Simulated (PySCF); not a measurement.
## Excited states of SMILES CSSC, C₂H₆S₂

The calculation used TDA wB97X-D/def2-SVPD excited states, vertical, gas phase in PySCF. Geometry: PBE0-D3(BJ)/def2-SVP.

Input:
```
{"job": {"kind": "states", "xc": "wB97X-D", "basis": "def2-SVPD", "tda": true, "soc": true, "nstates": 5, "ntriplets": 4, "nquad": 4}, "charge": 0, "multiplicity": 1}
C      1.852752    -0.063761    -0.225941
S      0.863170     0.232821     1.262711
S     -0.761228     1.252857     0.516127
C     -1.873844    -0.089937     0.024747
H      2.766343    -0.578053     0.109805
H      2.127865     0.884286    -0.707682
H      1.324018    -0.711089    -0.939729
H     -1.446405    -0.691218    -0.790075
H     -2.114014    -0.732325     0.882775
H     -2.795137     0.392640    -0.335979
```
Coordinates are in Å.

Command: `OMP_NUM_THREADS=1 python excited_run.py task.json out`

Task: Show the output.

Result: H and L stand for HOMO and LUMO.
```
coarse grid: 9144 points
cycle   1  E = -875.7801557119  dE =  1.868e-01  |g| = 1.897e-01  |ddm| = 3.496e+00
cycle   2  E = -875.7934100533  dE = -1.325e-02  |g| = 8.176e-02  |ddm| = 5.003e-01
cycle   3  E = -875.7952524259  dE = -1.842e-03  |g| = 3.007e-02  |ddm| = 1.874e-01
cycle   4  E = -875.7955265480  dE = -2.741e-04  |g| = 8.605e-03  |ddm| = 5.070e-02
cycle   5  E = -875.7955501059  dE = -2.356e-05  |g| = 1.834e-03  |ddm| = 1.708e-02
cycle   6  E = -875.7955515101  dE = -1.404e-06  |g| = 5.540e-04  |ddm| = 4.564e-03
final grid: 78144 points
cycle   7  E = -875.8814819209  dE = -7.061e-05  |g| = 4.812e-03  |ddm| = 6.946e-02
cycle   8  E = -875.8814848617  dE = -2.941e-06  |g| = 3.526e-03  |ddm| = 1.302e-02
cycle   9  E = -875.8814880642  dE = -3.203e-06  |g| = 4.955e-04  |ddm| = 5.199e-03
cycle  10  E = -875.8814881541  dE = -8.982e-08  |g| = 1.535e-04  |ddm| = 1.095e-03
cycle  11  E = -875.8814881647  dE = -1.063e-08  |g| = 3.877e-05  |ddm| = 4.231e-04
cycle  12  E = -875.8814881656  dE = -8.752e-10  |g| = 1.147e-05  |ddm| = 1.281e-04
converged SCF energy = -875.8814881656

Singlet excitations
state   eV       nm        f     d(h-e)  d(exc)  Lambda  PR(NTO)  |dmu|/D   mu/D   main configurations
  1   4.8900   253.5   0.00907   0.151   2.621   0.599   1.054    0.423    2.613   H->L 0.90
  2   4.9815   248.9   0.00130   0.030   2.624   0.579   1.036    0.179    2.365   H-1->L 0.91
  3   6.4696   191.6   0.00203   0.175   2.897   0.449   1.492    1.076    3.267   H->L+3 0.54, H-1->L+2 0.15, H->L+1 0.12
  4   6.4900   191.0   0.00524   0.045   2.881   0.475   2.032    0.661    2.851   H->L+2 0.42, H-1->L+3 0.33, H-1->L+1 0.08
  5   6.8057   182.2   0.00949   0.581   3.466   0.423   1.454                     H->L+1 0.55, H->L+3 0.20, H-1->L+2 0.13

Triplet excitations (Tamm-Dancoff)
state   eV     d(h-e)  d(exc)  Lambda  PR(NTO)   main configurations
  1   4.1702   0.136   2.538   0.597   1.016   H->L 0.90
  2   4.3169   0.010   2.533   0.576   1.019   H-1->L 0.89
  3   5.8480   0.132   2.628   0.482   1.877   H->L+2 0.48, H-1->L+3 0.17, H-1->L+1 0.09
  4   5.8933   0.133   2.634   0.465   2.000   H-1->L+2 0.34, H->L+3 0.27, H->L+1 0.13
S1 - T1 = 0.7198 eV

Spin-orbit couplings |<S|Hso|T>| (cm-1)
             T1       T2       T3       T4
S0      117.769  136.605  175.321   31.344
S1       10.678   65.699   24.407   29.209
S2       75.367    5.622   27.128   27.766
S3       26.256   17.660    8.754    6.624
S4       18.828   31.066    1.196    5.876
S5        9.017    8.783   27.963   12.631
T1 sublevels (cm-1): 0.000 0.273 3.863   radiative rates (1/s): 1.01e+03 79.2 61.4
```

It took 17 s wall time on 1 thread of an Arm Neoverse N1, shared host, peak memory 0.58 GiB.
